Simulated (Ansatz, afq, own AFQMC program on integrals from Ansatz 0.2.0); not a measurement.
# Atomization energy of SiGeH₂, singlet, worked out

```xyz
4

Si    0.0000   -0.0039    1.5661
Ge    0.0000   -0.0238   -0.5845
H     0.0000    1.3266    0.5226
H     0.0000    0.5003   -2.0341
```

Connectivity, by distances: Si–GeH, 1 bridging H.

Basis cc-pVDZ. Only valence electrons are correlated. AFQMC by an in-house program on the Cholesky factors that Ansatz 0.2.0 writes for its CCSD(T) run. The CISD trial takes its coefficients from CCSD amplitudes. Released means that phaseless walkers are propagated on without the constraint, phases kept. Uncertainties: one standard error, sampling alone. No spin–orbit coupling.

Total energies in eV. CBS is CCSD(T) at the limit of def2-TZVPP/QZVPP (extrapolated itself); the highest rung of each member is named.

Cautions: inner d shell frozen; no relativity below Rb; no spin-orbit coupling; SiGeH₂ (singlet): restricted determinant unstable towards unrestricted (UHF 64 meV lower, ⟨S²⟩ 0.35), its ph-AFQMC/CISD value lies 44 ± 18 meV above CCSDT(Q).

```
         member  count  CCSD(T)/cc-pVDZ  highest rung in cc-pVDZ     which  CCSD(T)/CBS
   Si (triplet)     +1       -7861.7800               -7861.7922       FCI   -7862.5000
   Ge (triplet)     +1      -56473.1139              -56473.1222       FCI  -56475.5964
    H (doublet)     +2         -13.5861                 -13.5861       FCI     -13.6059
SiGeH₂, singlet     -1      -64369.9797              -64370.0380  CCSDT(Q)  -64374.2801
```

Q: Work out the best estimate of the atomization energy: the CCSD(T)/CBS difference plus the step from CCSD(T) to the highest rung.

A: Sums with the counts: CCSD(T)/CBS 8.9719 eV, highest rung 7.9514 eV, CCSD(T)/cc-pVDZ 7.9136 eV. The step is 7.9514 − 7.9136 = 0.0378 eV, so the best estimate is 8.9719 + (0.0378) = 9.0097 eV. The basis set is worth 1.058 eV of it. Zero-point, core-correlation and spin–orbit terms aren't in it. Past Ne the Hartree–Fock part of each CBS total tends to overshoot, since the cores don't follow the formula; that largely cancels in the difference.

Best estimates are given only where the step beyond CCSD(T) is under 0.3 eV and no member's determinant is very poor (T1 over 0.05, or 0.07 for open shells, ⟨S²⟩ too high by 0.3, two states mixed), so the hardest cases are missing from such tables.

CCSDT and higher add their correlation energy to the determinant of the CCSD(T) run, since their own runs factorise the integrals more tightly (a shift of under 2 meV). Each member of a difference takes its own highest rung, so a best estimate needn't equal the limit plus the step of one row.
